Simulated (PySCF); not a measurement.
ethane (C2H6), SMILES CC. Atoms are numbered in the order given.

```xyz
8

C      0.0000     0.0000    -0.7634
C      0.0000     0.0000     0.7634
H     -0.8824    -0.5094    -1.1597
H      0.8824    -0.5094    -1.1597
H      0.0000     1.0189    -1.1597
H     -0.8824     0.5094     1.1597
H      0.8824     0.5094     1.1597
H      0.0000    -1.0189     1.1597
```
Charge 0, spin multiplicity 1.

Coordinates come from a ωB97X-D3(BJ)/def2-TZVP optimisation.

Method: PySCF with PBE0/pcSseg-2.

GIAO shieldings, no solvent; atoms alike by connectivity are averaged. δ = σ(ref) − σ: ¹³C against TMS (σ = 186.1 ppm); ¹H against TMS (σ = 31.54 ppm), references at their B3LYP-D3(BJ)/def2-TZVP geometries, non-relativistic.

Question: Estimate the chemical shifts. (Estimate from the structure and the level; the computed values follow.)

Answer: 
```tsv
nucleus	atoms	count	δ (ppm)
¹³C	C1, C2	2	9.7
¹H	H3, H4, H5, H6, H7, H8	6	0.95
```
